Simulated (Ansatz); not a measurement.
BFHS (`F[B]S`) radical, 4 atoms. Charge 0, multiplicity 2. Hardware: A = 2 threads of an AMD EPYC 7R13 on a shared host; B = 2 threads of an AMD EPYC 7R13 on a shared host and a share of an NVIDIA H100 80 GB. Correlated methods freeze the cores. Open-shell runs search over several starts.

Question: How many basis functions does each run have, and how long does it take in Ansatz? UKS LC-ωPBE/def2-TZVPP energy [A]; UKS PBE0-D4/def2-SVP energy [A]; UKS PBE-QIDH (frozen core)/def2-TZVPP energy [A]; UKS ωB97M-V/def2-QZVPP energy [A]; UHF-CCSD(T)/cc-pV(Q+d)Z energy [B]; UHF-CCSD(T)/cc-pV(D+d)Z energy [A]; UKS ωB97M-V/def2-SVP energy [A]; UKS PBE0-D4/def2-TZVP relaxation (5 steps) [A]; UKS ωB97M-V/def2-TZVPP energy and forces [A]; UKS PBE0-D4/def2-QZVPP energy [A]; UKS revPBE-D4/def2-TZVPP energy [A]; UHF-CCSD(T)/cc-pV(T+d)Z energy [A]. (Estimate.)

Answer: Computed: Other jobs shared the machine, so times are rough.

| level | job | functions | wall time | peak host memory (GiB) |
| --- | --- | --- | --- | --- |
| UKS PBE0-D4/def2-SVP | energy [A] | 51 | 1 s | 0.26 |
| UKS revPBE-D4/def2-TZVPP | energy [A] | 118 | 1.1 s | 0.18 |
| UKS LC-ωPBE/def2-TZVPP | energy [A] | 118 | 1.6 s | 0.26 |
| UKS PBE-QIDH (frozen core)/def2-TZVPP | energy [A] | 118 | 1.7 s | 0.26 |
| UHF-CCSD(T)/cc-pV(D+d)Z | energy [A] | 56 | 2.2 s | 0.26 |
| UKS ωB97M-V/def2-SVP | energy [A] | 51 | 2.6 s | 0.26 |
| UHF-CCSD(T)/cc-pV(Q+d)Z | energy [B] | 204 | 3.2 s | 0.84 |
| UKS PBE0-D4/def2-QZVPP | energy [A] | 214 | 3.6 s | 0.48 |
| UKS ωB97M-V/def2-TZVPP | energy and forces [A] | 118 | 4.5 s | 0.35 |
| UKS PBE0-D4/def2-TZVP | relaxation (5 steps) [A] | 105 | 8 s | 0.24 |
| UKS ωB97M-V/def2-QZVPP | energy [A] | 214 | 10 s | 0.62 |
| UHF-CCSD(T)/cc-pV(T+d)Z | energy [A] | 113 | 15 s | 0.96 |

LC-ωPBE has ω = 0.4 bohr⁻¹.
